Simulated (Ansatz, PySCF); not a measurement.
# Cubic BN: smallest direct gap on the k points sampled by level of theory

No measured value is used here.

| level (code) | value (eV) | cell (Å³/atom) |
|---|---|---|
| LDA (Ansatz) | 8.69 | 5.91 |
| PBE (Ansatz) | 8.83 | 5.91 |
| PBE-D3(BJ) (Ansatz) | 8.86 | 5.86 |
| PBE-D4 (Ansatz) | 8.86 | 5.87 |
| r²SCAN-D4 (Ansatz) | 9.62 | 5.85 |
| r²SCAN+rVV10 (Ansatz) | 9.59 | 5.86 |
| r²SCAN0 (Ansatz) | 11.78 | 5.91 |
| Hartree–Fock (Ansatz) | 19.40 | 5.91 |
| QSGW@PBE (PySCF) | 12.03 ± 0.2 | 5.91 |

At these levels the smallest gap is indirect and lower: LDA 4.36, PBE 4.47, PBE-D3(BJ) 4.48, PBE-D4 4.48, r²SCAN-D4 5.01, r²SCAN+rVV10 4.96, r²SCAN0 6.88, Hartree–Fock 13.72, QSGW@PBE 7.00 eV. Computed values are for a static lattice.  A ± on a computed value is a rough bar: the spread of its extrapolation, a floor set from checks against published values, or a statistical error. Values are at the measured cell; PBE-D3(BJ) at the level's own equilibrium cell; PBE-D4 at the level's own equilibrium cell; r²SCAN-D4 at the level's own equilibrium cell; r²SCAN+rVV10 at the level's own equilibrium cell. Cutoffs and k meshes differ between the levels. Ansatz's density-functional and Hartree–Fock values are scalar-relativistic unless marked +SOC, with PAW data made under PBE.

Ansatz is a first-principles code.
